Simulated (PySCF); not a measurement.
# How exact exchange moves a shielding

Molecule: SMILES S(C)SC, C2H6S2.

Geometry (Å), atoms numbered from 1 in this order:
```xyz
10

C     1.8604   -0.0111   -0.1989
S     0.8578    0.2660    1.2850
S    -0.7853    1.2472    0.5286
C    -1.8665   -0.1220    0.0396
H     2.7747   -0.5228    0.1387
H     2.1320    0.9430   -0.6704
H     1.3402   -0.6555   -0.9214
H    -1.4151   -0.7260   -0.7601
H    -2.1074   -0.7568    0.9029
H    -2.7904    0.3387   -0.3421
```

GIAO shieldings (ppm, equivalent atoms averaged) in PySCF on the PBE0-D3(BJ)/def2-SVP geometry, basis pcSseg-2, gas phase, non-relativistic:

```tsv
functional	exact exchange (%)	σ(S2/S3)
BLYP	0	366.0
BP86	0	398.6
PBE	0	403.2
B3LYP	20	399.6
PBE0	25	442.3
mPW1PW91	25	437.7
HF	100	512.7
```

Question: Fit each shielding as a line in the percentage of exact exchange.

Answer: σ(S2/S3) = 392.6 + 1.25 x (rms 15.7 ppm). The functionals also differ in their semilocal parts, which the line can't hold; Hartree–Fock has no correlation at all.

Question: What does the line predict for BHandHLYP (50 %), and what does the run give?

Answer: σ(S2/S3): 455.1 predicted, 442.7 computed ppm.
